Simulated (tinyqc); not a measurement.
Worked calculation (part 2 of 2): MP2 on RHF in the sto-6g basis, frozen core, for BH3, spin multiplicity 1. Computed by tinyqc, a small Python program that keeps every step (integrals from PySCF). Command: `OMP_NUM_THREADS=1 python tinyqc.py 24501 24502 out.jsonl` (the two numbers bound the seeds that draw the settings). One thread of a shared host (Intel(R) Xeon(R) Processor @ 2.60GHz), about 0.3 s of CPU time with the checks.

Geometry (angstrom):
```
atom        x        y       z
B      0.0000   0.0000  0.0180
H      1.1890   0.0000  0.0000
H     -0.5950   1.0300  0.0000
H     -0.5950  -1.0300  0.0000
```

## Iteration 1: diagonalisation and new density

Fock matrix F (hartree):
```
          1B 1s    1B 2s   1B 2px   1B 2py  1B 2pz    2H 1s    3H 1s    4H 1s
1B 1s   -7.4039  -2.1109   0.0000   0.0000  0.0006  -0.5684  -0.5677  -0.5677
1B 2s   -2.1109  -1.2198  -0.0001   0.0000  0.0051  -0.6397  -0.6393  -0.6393
1B 2px   0.0000  -0.0001  -0.0161   0.0000  0.0000  -0.2818   0.1409   0.1409
1B 2py   0.0000   0.0000   0.0000  -0.0158  0.0000   0.0000  -0.2439   0.2439
1B 2pz   0.0006   0.0051   0.0000   0.0000  0.1817   0.0052   0.0052   0.0052
2H 1s   -0.5684  -0.6397  -0.2818   0.0000  0.0052  -0.3876  -0.2292  -0.2292
3H 1s   -0.5677  -0.6393   0.1409  -0.2439  0.0052  -0.2292  -0.3872  -0.2291
4H 1s   -0.5677  -0.6393   0.1409   0.2439  0.0052  -0.2292  -0.2291  -0.3872
```

X:
```
              1        2        3        4        5        6        7        8
1B 1s   -0.3332   0.0005   0.0000   0.9736   0.0747   0.0000   0.0000   0.1799
1B 2s    1.4993  -0.0014   0.0000  -0.0422   0.0109   0.0000  -0.0001   0.4587
1B 2px   0.0014   1.1484   0.0000  -0.0001   0.0000   0.0000   0.5938   0.0001
1B 2py   0.0000   0.0000   1.1478   0.0000   0.0000   0.5939   0.0000   0.0000
1B 2pz  -0.0214   0.0000   0.0000  -0.0800   0.9967   0.0000   0.0000  -0.0064
2H 1s   -0.7203  -1.0261   0.0000  -0.1790  -0.0138   0.0000   0.4427   0.2913
3H 1s   -0.7181   0.5142  -0.8889  -0.1790  -0.0138   0.3835  -0.2215   0.2911
4H 1s   -0.7181   0.5142   0.8889  -0.1790  -0.0138  -0.3835  -0.2215   0.2911
```

Diagonalise F' = X^T F X, C = X C', fill 4 alpha and 4 beta electrons from the bottom; D = 2 C_occ C_occ^T. Each column has its largest component positive (the first on a tie).

F' = X^T F X (hartree):
```
        1        2       3        4        5        6        7        8
1  0.5530   0.0004  0.0000   0.5898   0.0413   0.0000   0.0002   0.0698
2  0.0004   0.7253  0.0000  -0.0011  -0.0001   0.0000   0.1398  -0.0002
3  0.0000   0.0000  0.7246   0.0000   0.0000   0.1398   0.0000   0.0000
4  0.5898  -0.0011  0.0000  -6.3622  -0.5286   0.0000   0.0000  -2.3155
5  0.0413  -0.0001  0.0000  -0.5286   0.1390   0.0000   0.0000  -0.1929
6  0.0000   0.0000  0.1398   0.0000   0.0000  -0.2743   0.0000   0.0000
7  0.0002   0.1398  0.0000   0.0000   0.0000   0.0000  -0.2745   0.0000
8  0.0698  -0.0002  0.0000  -2.3155  -0.1929   0.0000   0.0000  -1.7509
```

orbital energies (hartree): MO1 -7.4076, MO2 -0.8080, MO3 -0.2936, MO4 -0.2935, MO5 0.1817, MO6 0.6128, MO7 0.7438, MO8 0.7444

coefficients C:
```
            MO1      MO2      MO3      MO4      MO5      MO6      MO7      MO8
1B 1s    0.9929  -0.2340   0.0000   0.0000  -0.0059  -0.2374   0.0000  -0.0003
1B 2s    0.0285   0.6087  -0.0001   0.0000   0.0299   1.4450   0.0000   0.0021
1B 2px   0.0000   0.0000   0.4322   0.0000   0.0000  -0.0014   0.0000   1.2184
1B 2py   0.0000   0.0000   0.0000   0.4322   0.0000   0.0000   1.2180   0.0000
1B 2pz  -0.0002  -0.0024   0.0000   0.0000   0.9996  -0.0341   0.0000   0.0000
2H 1s   -0.0033   0.2533   0.5781   0.0000  -0.0111  -0.7538   0.0000  -0.9581
3H 1s   -0.0033   0.2531  -0.2892   0.5008  -0.0111  -0.7551  -0.8284   0.4775
4H 1s   -0.0033   0.2531  -0.2892  -0.5008  -0.0111  -0.7551   0.8284   0.4775
```

D after iteration 1:
```
          1B 1s    1B 2s   1B 2px   1B 2py   1B 2pz    2H 1s    3H 1s    4H 1s
1B 1s    2.0811  -0.2282   0.0000   0.0000   0.0008  -0.1252  -0.1251  -0.1251
1B 2s   -0.2282   0.7427   0.0000   0.0000  -0.0029   0.3081   0.3080   0.3080
1B 2px   0.0000   0.0000   0.3737   0.0000   0.0000   0.4998  -0.2500  -0.2500
1B 2py   0.0000   0.0000   0.0000   0.3737   0.0000   0.0000   0.4329  -0.4329
1B 2pz   0.0008  -0.0029   0.0000   0.0000   0.0000  -0.0012  -0.0012  -0.0012
2H 1s   -0.1252   0.3081   0.4998   0.0000  -0.0012   0.7968  -0.2061  -0.2061
3H 1s   -0.1251   0.3080  -0.2500   0.4329  -0.0012  -0.2061   0.7971  -0.2062
4H 1s   -0.1251   0.3080  -0.2500  -0.4329  -0.0012  -0.2061  -0.2062   0.7971
```

## Iteration 7 (converged): orbitals

converged F (hartree):
```
          1B 1s    1B 2s   1B 2px   1B 2py   1B 2pz    2H 1s    3H 1s    4H 1s
1B 1s   -7.5221  -2.1133   0.0000   0.0000  -0.0003  -0.5587  -0.5581  -0.5581
1B 2s   -2.1133  -1.0563  -0.0001   0.0000   0.0049  -0.5666  -0.5663  -0.5663
1B 2px   0.0000  -0.0001  -0.2072   0.0000   0.0000  -0.3973   0.1986   0.1986
1B 2py   0.0000   0.0000   0.0000  -0.2069   0.0000   0.0000  -0.3439   0.3439
1B 2pz  -0.0003   0.0049   0.0000   0.0000   0.2344   0.0047   0.0047   0.0047
2H 1s   -0.5587  -0.5666  -0.3973   0.0000   0.0047  -0.4084  -0.1589  -0.1589
3H 1s   -0.5581  -0.5663   0.1986  -0.3439   0.0047  -0.1589  -0.4080  -0.1589
4H 1s   -0.5581  -0.5663   0.1986   0.3439   0.0047  -0.1589  -0.1589  -0.4080
```

As before.

F' = X^T F X (hartree):
```
        1        2       3        4        5        6        7        8
1  0.6370   0.0003  0.0000   0.5897   0.0425   0.0000   0.0001   0.1308
2  0.0003   0.7379  0.0000  -0.0011  -0.0001   0.0000   0.0891  -0.0003
3  0.0000   0.0000  0.7373   0.0000   0.0000   0.0891   0.0000   0.0000
4  0.5897  -0.0011  0.0000  -6.4687  -0.5423   0.0000   0.0000  -2.3724
5  0.0425  -0.0001  0.0000  -0.5423   0.1906   0.0000   0.0000  -0.1963
6  0.0000   0.0000  0.0891   0.0000   0.0000  -0.4595   0.0000   0.0000
7  0.0001   0.0891  0.0000   0.0000   0.0000   0.0000  -0.4597   0.0000
8  0.1308  -0.0003  0.0000  -2.3724  -0.1963   0.0000   0.0000  -1.6287
```

orbital energies (hartree): MO1 -7.5246, MO2 -0.6680, MO3 -0.4663, MO4 -0.4661, MO5 0.2344, MO6 0.6883, MO7 0.7439, MO8 0.7445

coefficients C:
```
            MO1      MO2      MO3      MO4      MO5      MO6      MO7      MO8
1B 1s    0.9942  -0.2192   0.0000   0.0000  -0.0058  -0.2456   0.0000  -0.0006
1B 2s    0.0245   0.5520  -0.0002   0.0000   0.0276   1.4677   0.0000   0.0041
1B 2px   0.0000   0.0001   0.5075   0.0000   0.0000  -0.0029   0.0000   1.1890
1B 2py   0.0000   0.0000   0.0000   0.5075   0.0000   0.0000   1.1886   0.0000
1B 2pz  -0.0001  -0.0029   0.0000   0.0000   0.9996  -0.0319   0.0000  -0.0001
2H 1s   -0.0043   0.2826   0.5172   0.0000  -0.0089  -0.7420   0.0000  -0.9933
3H 1s   -0.0043   0.2823  -0.2588   0.4481  -0.0089  -0.7453  -0.8581   0.4937
4H 1s   -0.0043   0.2823  -0.2588  -0.4481  -0.0089  -0.7453   0.8581   0.4937
```

D after iteration 7:
```
          1B 1s    1B 2s   1B 2px   1B 2py   1B 2pz    2H 1s    3H 1s    4H 1s
1B 1s    2.0731  -0.1933   0.0000   0.0000   0.0011  -0.1325  -0.1324  -0.1324
1B 2s   -0.1933   0.6107  -0.0001   0.0000  -0.0032   0.3116   0.3116   0.3116
1B 2px   0.0000  -0.0001   0.5151   0.0000   0.0000   0.5250  -0.2626  -0.2626
1B 2py   0.0000   0.0000   0.0000   0.5152   0.0000   0.0000   0.4548  -0.4548
1B 2pz   0.0011  -0.0032   0.0000   0.0000   0.0000  -0.0016  -0.0016  -0.0016
2H 1s   -0.1325   0.3116   0.5250   0.0000  -0.0016   0.6947  -0.1081  -0.1081
3H 1s   -0.1324   0.3116  -0.2626   0.4548  -0.0016  -0.1081   0.6949  -0.1082
4H 1s   -0.1324   0.3116  -0.2626  -0.4548  -0.0016  -0.1081  -0.1082   0.6949
```

## Convergence

Stop when the energy changes by less than 1e-10 hartree and every element of the error matrix X^T (F D S - S D F) X is below 3e-06.

Course of the cycle:
```
iteration  E (hartree)     change  largest element of the error matrix
1           -26.202154          -                             1.13e+00
2           -26.310204  -1.08e-01                             1.29e-01
3           -26.327813  -1.76e-02                             3.00e-02
4           -26.328688  -8.75e-04                             4.18e-03
5           -26.328703  -1.51e-05                             4.10e-05
6           -26.328703  -2.47e-09                             7.67e-06
7           -26.328703  -7.79e-11                             2.38e-08
```

PySCF RHF in the same basis = -26.328703 hartree

Converged in 7 iterations.

## Populations, bond orders and dipole

overlap S:
```
         1B 1s   1B 2s   1B 2px   1B 2py   1B 2pz    2H 1s    3H 1s    4H 1s
1B 1s   1.0000  0.2649   0.0000   0.0000   0.0000   0.0692   0.0691   0.0691
1B 2s   0.2649  1.0000   0.0000   0.0000   0.0000   0.4766   0.4764   0.4764
1B 2px  0.0000  0.0000   1.0000   0.0000   0.0000   0.4885  -0.2443  -0.2443
1B 2py  0.0000  0.0000   0.0000   1.0000   0.0000   0.0000   0.4228  -0.4228
1B 2pz  0.0000  0.0000   0.0000   0.0000   1.0000  -0.0074  -0.0074  -0.0074
2H 1s   0.0692  0.4766   0.4885   0.0000  -0.0074   1.0000   0.1089   0.1089
3H 1s   0.0691  0.4764  -0.2443   0.4228  -0.0074   0.1089   1.0000   0.1089
4H 1s   0.0691  0.4764  -0.2443  -0.4228  -0.0074   0.1089   0.1089   1.0000
```

Mulliken: Z minus the diagonal of D S on the atom; Loewdin: the same with S^(1/2) D S^(1/2); Mayer order: 2 sum_s sum (D(s) S)_ij (D(s) S)_ji over the two atoms.

Charges (e):
```
atom  Mulliken  Loewdin
1B      0.2010   0.1747
2H     -0.0670  -0.0582
3H     -0.0670  -0.0583
4H     -0.0670  -0.0583
```

Mayer bond orders:
```
pair   order
2-1   0.9933
3-1   0.9933
3-2   0.0011
4-1   0.9933
4-2   0.0011
4-3   0.0011
```

dipole moment about the origin, x y z (debye): 0.0005  0.0000  0.0552

## Integrals over molecular orbitals

core Hamiltonian H = T + V (hartree):
```
           1B 1s    1B 2s   1B 2px   1B 2py   1B 2pz    2H 1s    3H 1s    4H 1s
1B 1s   -13.7791  -3.4316   0.0000   0.0000   0.0009  -0.9036  -0.9026  -0.9026
1B 2s    -3.4316  -4.6628   0.0000   0.0000   0.0073  -2.0251  -2.0238  -2.0238
1B 2px    0.0000   0.0000  -3.9728   0.0000   0.0000  -1.8210   0.9105   0.9105
1B 2py    0.0000   0.0000   0.0000  -3.9726   0.0000   0.0000  -1.5761   1.5761
1B 2pz    0.0009   0.0073   0.0000   0.0000  -3.7910   0.0291   0.0291   0.0291
2H 1s    -0.9036  -2.0251  -1.8210   0.0000   0.0291  -3.1776  -0.4771  -0.4771
3H 1s    -0.9026  -2.0238   0.9105  -1.5761   0.0291  -0.4771  -3.1768  -0.4770
4H 1s    -0.9026  -2.0238   0.9105   1.5761   0.0291  -0.4771  -0.4770  -3.1768
```

Given earlier and not repeated: Two-electron integrals (ij|kl) in chemists' order.

(pq|rs) = sum C_ip C_jq C_kr C_ls (ij|kl), one index at a time.

one-electron integrals over orbitals h = C^T H C (hartree):
```
          1        2        3        4        5        6        7        8
1  -13.7665   0.3000  -0.0001   0.0000   0.0091   0.3209   0.0000   0.0008
2    0.3000  -3.7990  -0.0001   0.0000  -0.0049  -0.6228   0.0000  -0.0017
3   -0.0001  -0.0001  -3.5413   0.0000   0.0000   0.0019   0.0000  -0.6261
4    0.0000   0.0000   0.0000  -3.5409   0.0000   0.0000  -0.6261   0.0000
5    0.0091  -0.0049   0.0000   0.0000  -3.7906   0.0148   0.0000   0.0000
6    0.3209  -0.6228   0.0019   0.0000   0.0148  -2.9900   0.0000   0.0005
7    0.0000   0.0000   0.0000  -0.6261   0.0000   0.0000  -3.1579   0.0000
8    0.0008  -0.0017  -0.6261   0.0000   0.0000   0.0005   0.0000  -3.1578
```

Two-electron integrals over orbitals (pq|rs), unique and non-zero (hartree); the lowest 1 orbital is frozen and left out:
```
(22|22) 0.4429      (32|22) 1.02e-04    (32|32) 0.1214      (33|22) 0.4394
(33|32) 0.0635      (33|33) 0.4929      (42|42) 0.1213      (43|42) -0.0636
(43|43) 0.0493      (44|22) 0.4393      (44|32) -0.0635     (44|33) 0.3944
(44|44) 0.4930      (52|22) -0.0007     (52|32) -2.67e-07   (52|33) -4.56e-04
(52|44) -4.55e-04   (52|52) 0.0689      (53|22) -8.02e-07   (53|32) -0.0006
(53|33) -0.0006     (53|44) 0.0006      (53|52) -1.08e-05   (53|53) 0.0178
(54|42) -0.0006     (54|43) 0.0006      (54|54) 0.0178      (55|22) 0.4628
(55|32) 1.76e-05    (55|33) 0.4351      (55|44) 0.4350      (55|52) 0.0045
(55|53) -2.10e-06   (55|55) 0.5872      (62|22) 0.0425      (62|32) -1.74e-05
(62|33) 0.0221      (62|44) 0.0220      (62|52) -2.48e-04   (62|53) -2.71e-06
(62|55) 0.1083      (62|62) 0.0713      (63|22) -1.83e-04   (63|32) -0.0426
(63|33) -0.0402     (63|44) 0.0401      (63|52) -4.58e-06   (63|53) 0.0008
(63|55) -3.04e-04   (63|62) -2.90e-04   (63|63) 0.0587      (64|42) -0.0428
(64|43) 0.0403      (64|54) 0.0008      (64|64) 0.0590      (65|22) -0.0018
(65|32) -6.41e-06   (65|33) -0.0008     (65|44) -0.0008     (65|52) 0.0657
(65|53) -5.99e-05   (65|55) 0.0005      (65|62) -0.0029     (65|63) 4.93e-06
(65|65) 0.0688      (66|22) 0.4409      (66|32) -0.0005     (66|33) 0.4398
(66|44) 0.4403      (66|52) -0.0033     (66|53) 4.59e-06    (66|55) 0.4633
(66|62) 0.0300      (66|63) 1.18e-04    (66|65) -0.0041     (66|66) 0.4594
(72|42) -0.0037     (72|43) 0.0250      (72|54) 0.0011      (72|64) 0.0460
(72|72) 0.0488      (73|42) 0.0517      (73|43) -0.0238     (73|54) -0.0006
(73|64) -0.0302     (73|72) -0.0097     (73|73) 0.0363      (74|22) 0.0461
(74|32) 0.0517      (74|33) 0.0533      (74|44) 0.0059      (74|52) 0.0019
(74|53) -0.0006     (74|55) 0.0971      (74|62) 0.0679      (74|63) -0.0302
(74|65) -0.0006     (74|66) 0.0286      (74|74) 0.1051      (75|42) 0.0025
(75|43) -0.0012     (75|54) 0.0163      (75|64) -0.0009     (75|72) 3.36e-04
(75|73) 0.0011      (75|75) 0.0201      (76|42) 0.1090      (76|43) -0.0577
(76|54) -0.0008     (76|64) -0.0454     (76|72) -0.0091     (76|73) 0.0530
(76|75) 0.0022      (76|76) 0.1114      (77|22) 0.4584      (77|32) -0.0285
(77|33) 0.4246      (77|44) 0.4903      (77|52) 0.0007      (77|53) 0.0007
(77|55) 0.4777      (77|62) 0.0463      (77|63) 0.0367      (77|65) -4.52e-04
(77|66) 0.4677      (77|74) 0.0428      (77|77) 0.5292      (82|22) 1.01e-04
(82|32) -0.0037     (82|33) -0.0250     (82|44) 0.0251      (82|52) 4.80e-07
(82|53) 0.0011      (82|55) 2.90e-04    (82|62) 9.53e-05    (82|63) 0.0459
(82|65) -8.21e-06   (82|66) 1.10e-04    (82|74) -0.0095     (82|77) 0.0312
(82|82) 0.0488      (83|22) 0.0460      (83|32) -0.0518     (83|33) 0.0058
(83|44) 0.0534      (83|52) 0.0019      (83|53) 0.0006      (83|55) 0.0970
(83|62) 0.0679      (83|63) 0.0299      (83|65) -0.0006     (83|66) 0.0291
(83|74) 0.0364      (83|77) 0.0652      (83|82) 0.0100      (83|83) 0.1052
(84|42) 0.0516      (84|43) -0.0237     (84|54) -0.0006     (84|64) -0.0301
(84|72) -0.0095     (84|73) 0.0322      (84|75) 0.0011      (84|76) 0.0529
(84|84) 0.0362      (85|22) -2.63e-06   (85|32) 0.0025      (85|33) 0.0012
(85|44) -0.0012     (85|52) 1.74e-04    (85|53) 0.0163      (85|55) 1.89e-06
(85|62) -8.59e-06   (85|63) -0.0009     (85|65) 1.25e-04    (85|66) -2.15e-05
(85|74) 0.0011      (85|77) -3.94e-04   (85|82) 3.35e-04    (85|83) -0.0011
(85|85) 0.0201      (86|22) 4.59e-05    (86|32) 0.1089      (86|33) 0.0574
(86|44) -0.0576     (86|52) -1.04e-05   (86|53) -0.0008     (86|55) -1.94e-05
(86|62) -4.37e-05   (86|63) -0.0450     (86|65) -1.51e-05   (86|66) -0.0006
(86|74) 0.0529      (86|77) -0.0293     (86|82) -0.0090     (86|83) -0.0531
(86|85) 0.0022      (86|86) 0.1111      (87|42) -0.0282     (87|43) 0.0327
(87|54) 0.0007      (87|64) 0.0368      (87|72) 0.0310      (87|73) -0.0110
(87|75) -3.87e-04   (87|76) -0.0291     (87|84) -0.0109     (87|87) 0.0343
(88|22) 0.4584      (88|32) 0.0290      (88|33) 0.4906      (88|44) 0.4243
(88|52) 0.0007      (88|53) -0.0007     (88|55) 0.4777      (88|62) 0.0465
(88|63) -0.0373     (88|65) -4.54e-04   (88|66) 0.4674      (88|74) 0.0654
(88|77) 0.4603      (88|82) -0.0310     (88|83) 0.0425      (88|85) 4.03e-04
(88|86) 0.0297      (88|88) 0.5296
```

## Second-order Moller-Plesset energy

Hartree-Fock energy = -26.328703 hartree

E2 = sum_ijab (ia|jb) [2 (ia|jb) - (ib|ja)] / (e_i + e_j - e_a - e_b) over occupied i, j and virtual a, b; the opposite-spin part is (ia|jb)^2 / denominator, the rest is same-spin, and SCS-MP2 scales them by 6/5 and 1/3.

Terms (the 40 largest of 74):
```
i  j  a  b  (ia|jb)  (ib|ja)  denominator       term
3  3  8  8   0.1052   0.1052      -2.4216    -0.0046
4  4  7  7   0.1051   0.1051      -2.4201    -0.0046
2  2  5  5   0.0689   0.0689      -1.8048    -0.0026
2  4  6  7   0.0679   0.0460      -2.5663    -0.0024
4  2  7  6   0.0679   0.0460      -2.5663    -0.0024
2  3  6  8   0.0679   0.0459      -2.5671    -0.0024
3  2  8  6   0.0679   0.0459      -2.5671    -0.0024
2  2  6  6   0.0713   0.0713      -2.7126    -0.0019
4  4  6  6   0.0590   0.0590      -2.3089    -0.0015
3  3  6  6   0.0587   0.0587      -2.3093    -0.0015
2  2  7  7   0.0488   0.0488      -2.8237    -0.0008
2  2  8  8   0.0488   0.0488      -2.8249    -0.0008
3  4  8  7   0.0364   0.0322      -2.4208    -0.0006
4  3  7  8   0.0364   0.0322      -2.4208    -0.0006
3  3  7  7   0.0363   0.0363      -2.4204    -0.0005
4  4  8  8   0.0362   0.0362      -2.4212    -0.0005
4  2  6  7   0.0460   0.0679      -2.5663  -4.31e-04
2  4  7  6   0.0460   0.0679      -2.5663  -4.31e-04
3  2  6  8   0.0459   0.0679      -2.5671  -4.29e-04
2  3  8  6   0.0459   0.0679      -2.5671  -4.29e-04
4  3  7  6  -0.0302  -0.0302      -2.3647  -3.87e-04
3  4  6  7  -0.0302  -0.0302      -2.3647  -3.87e-04
3  4  7  6  -0.0302  -0.0302      -2.3647  -3.86e-04
4  3  6  7  -0.0302  -0.0302      -2.3647  -3.86e-04
4  4  8  6  -0.0301  -0.0301      -2.3651  -3.82e-04
4  4  6  8  -0.0301  -0.0301      -2.3651  -3.82e-04
3  3  6  8   0.0299   0.0299      -2.3654  -3.79e-04
3  3  8  6   0.0299   0.0299      -2.3654  -3.79e-04
4  3  8  7   0.0322   0.0364      -2.4208  -3.74e-04
3  4  7  8   0.0322   0.0364      -2.4208  -3.74e-04
3  3  5  5   0.0178   0.0178      -1.4014  -2.27e-04
4  4  5  5   0.0178   0.0178      -1.4011  -2.27e-04
3  2  8  8   0.0100   0.0100      -2.6232  -3.78e-05
2  3  8  8   0.0100   0.0100      -2.6232  -3.78e-05
2  3  7  7  -0.0097  -0.0097      -2.6221  -3.56e-05
3  2  7  7  -0.0097  -0.0097      -2.6221  -3.56e-05
4  2  8  7  -0.0095  -0.0095      -2.6225  -3.49e-05
2  4  7  8  -0.0095  -0.0095      -2.6225  -3.49e-05
4  2  7  8  -0.0095  -0.0095      -2.6225  -3.41e-05
2  4  8  7  -0.0095  -0.0095      -2.6225  -3.41e-05
```

Pair energies (hartree; pair i-j sums ij and ji):
```
pair  opposite spin  same spin
2-2         -0.0062          0
3-2         -0.0054  -3.76e-04
3-3         -0.0076          0
4-2         -0.0054  -3.76e-04
4-3         -0.0035  -1.44e-05
4-4         -0.0076          0
```

MP2 correlation energy = -0.036433 hartree

SCS-MP2 correlation energy = -0.043055 hartree

MP2 total energy = -26.365136 hartree
